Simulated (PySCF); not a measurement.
C2H6S, SMILES CSC. Geometry: PBE-D3(BJ)/def2-TZVP.

Computed equilibrium geometry at PBE-D3(BJ)/def2-TZVP (PySCF confirms it by a frequency run) as bond lengths and angles, and its point group:
point group C2v.
Atoms: C1 S2 C3 H4 H5 H6 H7 H8 H9. Bond lengths (Å): C1–S2 1.811, C1–H4 1.099, C1–H5 1.098, C1–H6 1.099, S2–C3 1.811, C3–H7 1.099, C3–H8 1.098, C3–H9 1.099. Bond angles (°): S2–C1–H4 111.2, S2–C1–H5 107.0, S2–C1–H6 111.2, H4–C1–H5 108.8, H4–C1–H6 109.7, H5–C1–H6 108.8, C1–S2–C3 99.2, S2–C3–H7 111.2, S2–C3–H8 107.0, S2–C3–H9 111.2, H7–C3–H8 108.8, H7–C3–H9 109.7, H8–C3–H9 108.8.
Charge 0, spin multiplicity 1.
